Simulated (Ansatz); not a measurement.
Ansatz (a program for electronic structure) input (HF/3-21G): The .json file is the Basis Set Exchange's 3-21G.

Ansatz 0.2 input:
```yaml
crystal:
  periodic: [false, false, false]
  atoms:
    - {symbol: C, position_ang: [-0.00550325, 0.00523417, 0.87528107]}
    - {symbol: C, position_ang: [-0.00014894, -0.64382929, -0.50236732]}
    - {symbol: C, position_ang: [0.00651404, 0.63777540, -0.50998941]}
    - {symbol: H, position_ang: [0.89720526, 0.00401225, 1.45894180]}
    - {symbol: H, position_ang: [-0.91547916, 0.01336817, 1.44748878]}
    - {symbol: H, position_ang: [-0.00152511, -1.55972337, -1.03274926]}
    - {symbol: H, position_ang: [0.01462791, 1.54726121, -1.05122743]}
basis:
  gaussian:
    orbitals: 3-21G.json
hamiltonian:
  xc: {name: HF}
phonons: {temperatures: {t_min: 298.15, t_max: 298.15, t_step: 100}}
```

Task: Which harmonic wavenumbers does it give?

Result: 775, 808, 1001, 1031, 1126, 1180, 1190, 1195, 1214, 1664, 1833, 3261, 3337, 3483, 3539 cm⁻¹ (unscaled; negative means imaginary).
